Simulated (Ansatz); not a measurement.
**MgNH2 radical: one species, many methods**

Aim: compute MgNH2 radical with functionals from several rungs and with coupled cluster, and see how far each lands from CCSD(T) at the basis-set limit for the atomisation energy.

Program: Ansatz 0.2.0, Gaussian basis. Level of theory: functionals in def2-TZVPP, the program's frozen cores in correlated methods. These are calculated values, not measurements.

Levels to be run: LDA (SPW92), PBE-D4, revPBE-D4, BLYP-D4, r2SCAN-D4, B97M-V, PBE0-D4, B3LYP-D4, r2SCANh-D4, r2SCAN0-D4, HSE06-D4, BHLYP-D4, CAM-B3LYP-D4, LC-ωPBE, ωB97X-V, ωB97M-V, B2PLYP, PBE-QIDH; CCSD(T)/def2-SVP; CCSD(T)/def2-TZVPP; CCSD(T)/def2-QZVPP; extrapolation to the limit; RPA on PBE.

## 1. The relaxed structure

The geometry comes from an earlier relaxation with PBE0-D4 in a triple-zeta def2 set; it is a stationary point.

SMILES `[NH2][Mg]`, 4 atoms, charge 0, spin multiplicity 2.

Atoms are counted from 1 here; the program's logs count them from 0.

Bond lengths: N1–Mg2 1.898 Å, N1–H3 1.010 Å, N1–H4 1.010 Å. Angles: Mg2–N1–H3 126.3°, Mg2–N1–H4 126.3°, H3–N1–H4 107.4°.

## 2. LDA

This LDA is Slater exchange with PW92 correlation.

Input file in.yaml:

```yaml
crystal:
  periodic: [false, false, false]
  atoms:
    - {symbol: N, position_ang: [-0.135835, -0.005136, -0.095997]}
    - {symbol: Mg, position_ang: [1.484586, -0.114370, 0.885878]}
    - {symbol: H, position_ang: [-0.988538, -0.510485, 0.099130]}
    - {symbol: H, position_ang: [-0.304614, 0.569690, -0.909411]}
basis:
  gaussian: {orbitals: def2-TZVPP}
magnetization: {spin_polarized: true, initial_magnetization: 1}
hamiltonian: {xc: lda}
output: {orbitals: {seedname: orbitals}}
```

Further steps of the session: PBE-D4 (GGA); revPBE-D4 (GGA); BLYP-D4 (GGA); r2SCAN-D4 (meta-GGA); B97M-V (meta-GGA); PBE0-D4 (hybrid); B3LYP-D4 (hybrid); r2SCANh-D4 (hybrid); r2SCAN0-D4 (hybrid); HSE06-D4 (hybrid); BHLYP-D4 (hybrid); CAM-B3LYP-D4 (range-separated); LC-ωPBE-D4 (range-separated); ωB97X-V (range-separated); ωB97M-V (range-separated); B2PLYP (double hybrid); PBE-QIDH (double hybrid); CCSD(T) in def2-SVP; CCSD(T) in def2-TZVPP; CCSD(T) in def2-QZVPP; RPA on PBE orbitals.

Before running them: what should the planned runs give, taken together? Wanted: atomisation energy, CCSD(T)/CBS; farthest beyond LDA; mean size of error, GGA; mean size of error, meta-GGA; mean size of error, hybrid; mean size of error, range-separated; mean size of error, double hybrid; gap, smallest and largest; T1 diagnostic.

As calculated:

| quantity | value |
| --- | --- |
| atomisation energy, CCSD(T)/CBS | 230.8 kcal/mol |
| functionals within 1.2 kcal/mol (0.5 %) | revPBE-D4, PBE0-D4, r2SCANh-D4, HSE06-D4, ωB97X-V |
| farthest beyond LDA | BHLYP-D4 (-9.1 kcal/mol) |
| mean size of error, GGA | 3.7 kcal/mol |
| mean size of error, meta-GGA | 2.4 kcal/mol |
| mean size of error, hybrid | 2.7 kcal/mol |
| mean size of error, range-separated | 2.4 kcal/mol |
| mean size of error, double hybrid | 3.4 kcal/mol |
| gap, smallest and largest | 0.25 eV (B97M-V), 6.99 eV (ωB97X-V) |
| T1 diagnostic | 0.0109 |
| triples share of the correlation energy | 2.5 % |

What this shows: The LDA atomisation energy is off by 36.4 kcal/mol (16 %): it overbinds. PBE-D4 misses by +6.4 kcal/mol. Double hybrids carry the basis error of their MP2 part in triple zeta, and no dispersion term here, so their miss is partly the set-up's. By mean error the best rung here is meta-GGA (2.4 kcal/mol) and the worst beyond LDA is GGA (3.7 kcal/mol). The gap between the best rungs is small, so their order is not settled. Misses under about 1.2 kcal/mol are within the doubt on the reference itself, which lacks core-valence correlation, relativity and higher excitations. Hartree-Fock recovers 64 % of the binding; the rest is correlation. CCSD(T) in def2-SVP is off by -24.8 kcal/mol, which most functionals beat. Orbital gaps span 0.2 to 7.0 eV; exact exchange widens them. Correlated methods include outer-core shells of Mg, which these sets cover unevenly.
